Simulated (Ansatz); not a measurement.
We consider solid iodine, described by PBE+SOC in Ansatz (plane waves, PAW).

Run with plane-wave cutoff 520 eV, 8×8×4 k mesh (along the axes of the cell as run), Fermi–Dirac smearing 0.01 eV, PAW data made under PBE.

Cell (measured lattice):

```
I
1.0
    3.62895     2.39140     0.00000
   -3.62895     2.39140     0.00000
    0.00000     0.00000     9.82380
I
4
Direct
  0.84515   0.84515   0.88250
  0.65485   0.65485   0.38250
  0.34515   0.34515   0.61750
  0.15485   0.15485   0.11750
```

Task: What does this level give for the band gap, smallest direct gap on the k points sampled and Γ–Γ gap?

Result: 
- band gap = 0.86 eV (indirect)
- smallest direct gap on the k points sampled = 1.13 eV
- Γ–Γ gap = 1.16 eV

Note: cell and atoms aren't relaxed at this level (largest force component 0.45 eV/Å, pressure 1.1 GPa).

Computing time: very roughly 9 core-minutes.

Ansatz is a quantum-chemistry and plane-wave program.
